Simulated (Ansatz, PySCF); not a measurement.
Dissociation curve of Li2, singlet.

UMP2/6-31G* = unrestricted MP2 (frozen core)/6-31G*, spherical d (PySCF); RMP2/6-31G* = restricted MP2 (frozen core)/6-31G*, spherical d in PySCF; RHF/STO-3G = restricted Hartree-Fock/STO-3G (PySCF); FCI = full CI/cc-pVDZ, frozen core (Ansatz, a program for electronic structure).

Energies relative to the lowest point of each curve near equilibrium, in kJ/mol; the last columns give the difference from FCI:

```
R / Å  UMP2/6-31G*  RMP2/6-31G*  RHF/STO-3G   FCI  UMP2/6-31G* − FCI  RMP2/6-31G* − FCI  RHF/STO-3G − FCI
-----  -----------  -----------  ----------  ----  -----------------  -----------------  ----------------
2.04          63.4         61.0        66.0  55.2                8.3                5.9              10.9
2.21          35.0         32.7        32.8  27.9                7.1                4.8               4.9
2.37          16.6         15.3        13.4  12.0                4.7                3.3               1.4
2.43          11.5         10.7         8.6   8.0                3.5                2.7               0.6
2.61           1.2          2.1         0.7   1.1                0.1                1.0              -0.4
2.67           0.0          0.8         0.0   0.3               -0.3                0.5              -0.3
2.74           0.0          0.0         0.1   0.0                0.0                0.0               0.1
2.84           1.1          0.2         1.9   0.8                0.3               -0.6               1.1
2.89           2.0          0.7         3.4   1.6                0.4               -0.9               1.8
2.99           4.3          2.7         7.5   4.0                0.2               -1.3               3.5
3.15           8.8          7.8        16.6   9.5               -0.6               -1.7               7.1
3.45          18.3         21.3        39.3  22.9               -4.6               -1.6              16.4
3.72          26.0         35.7        63.4  36.1              -10.1               -0.4              27.3
4.10          34.4         56.5        99.4  53.6              -19.2                3.0              45.9
4.59          41.1         81.2       144.7  70.9              -29.8               10.3              73.8
4.91          43.6         94.9       171.7  78.6              -35.0               16.3              93.1
5.36          45.7        110.6       205.1  85.6              -39.9               25.0             119.4
6.04          47.2        126.3       244.2  90.6              -43.4               35.6             153.6
6.78          47.8        133.2       273.0  92.7              -44.8               40.6             180.3
7.45          48.1        131.5       290.1  93.4              -45.3               38.2             196.7
8.23          48.2        121.8       303.3  93.7              -45.5               28.1             209.6
```

UMP2/6-31G* is furthest from FCI at 8.23 (-45.5 kJ/mol, below); its mean absolute difference over the points is 16.3 kJ/mol.

RMP2/6-31G* is furthest from FCI at 6.78 (40.6 kJ/mol, above); its mean absolute difference over the points is 10.6 kJ/mol.

RHF/STO-3G is furthest from FCI at 8.23 (209.6 kJ/mol, above); its mean absolute difference over the points is 54.7 kJ/mol.

The unrestricted determinant behind UMP2/6-31G* is spin-contaminated at 2.04 to 8.23 Å (<S²> up to 1.0, against 0.00 for a pure singlet). The restricted form behind RMP2/6-31G*, RHF/STO-3G keeps the bonding electrons paired and can't separate into open-shell fragments.
